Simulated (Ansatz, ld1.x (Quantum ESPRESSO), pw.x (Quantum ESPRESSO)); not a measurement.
## From atom to crystal: RRKJ potential for Mg (Z = 12)

ld1.x (Quantum ESPRESSO) 7.5 input, shortened:

```
&input
   title='Mg', zed=12., rel=1, dft='PW', iswitch=3,
   config='[Ne] 3s2 3p0 3d-2'
 /
 &inputp
   pseudotype=2, tm=.false., rho0=0.01, lloc=0,
   nlcc=.true., rcore=1.40
 /
3
3P  2  1   0.00   0.00  2.20  2.20  0.0
3D  3  2  -2.00  -0.05  1.85  1.85  0.0
3S  1  0   2.00   0.00  1.65  1.65  0.0
 &test
   configts(1)='3s2 3p0'
 /
```

Crystal test: bcc Mg in pw.x 7.5, no spin, 13³ k-points, Fermi–Dirac smearing 0.01 Ry, cutoffs 60/240 Ry. The reference is all-electron LAPW (Ansatz 0.2.0) with the same functional, mesh and smearing; V0 and B0 come from Birch–Murnaghan fits to the pressures at five volumes. Errors are pseudo minus all-electron; Δ is the rms difference of the E(V) curves that follow from these fits, minima aligned, over ±6 % about the mean V0. Mesh and smearing are coarse, so the numbers serve the comparison and aren't converged zero-temperature values; the lattice is a test structure that the element need not adopt.

```json
{"V (Å³/atom)": "20.498", "P all-electron (GPa)": "2.38", "P pseudo (GPa)": "1.10"}
{"V (Å³/atom)": "21.038", "P all-electron (GPa)": "1.20", "P pseudo (GPa)": "0.01"}
{"V (Å³/atom)": "21.577", "P all-electron (GPa)": "0.17", "P pseudo (GPa)": "-0.94"}
{"V (Å³/atom)": "22.116", "P all-electron (GPa)": "-0.75", "P pseudo (GPa)": "-1.78"}
{"V (Å³/atom)": "22.656", "P all-electron (GPa)": "-1.55", "P pseudo (GPa)": "-2.51"}
```

All-electron: a0 = 3.513 Å (V0 = 21.67 Å³/atom), B0 = 38.2 GPa.

Pseudopotential: mean pressure error (GPa): -1.12; a0 (Å): 3.478; a0 error (%): -0.98; B0 error (%): +3.7; Δ (meV/atom): 5.3. This is a poor potential for the solid. The logarithmic derivative shows an extra or strongly shifted pseudo pole above the reference energy (p near 0.89 Ry).

Problem. At the middle volume, how do free energy and pressure move when the wave cutoff is lowered (ecutrho kept at four times it)?

Solution.

```tsv
cutoff (Ry)	shift of F (meV/atom)	shift of P (GPa)
27	+25.1	-0.29
36	+14.8	-0.01
48	+5.4	-0.12
```

The run at the middle volume (84 k-points, 5 iterations) took about 4.4 s on one core of a shared host (AMD EPYC 9R45 96-Core Processor, 96 threads, 376 GiB, load 50).
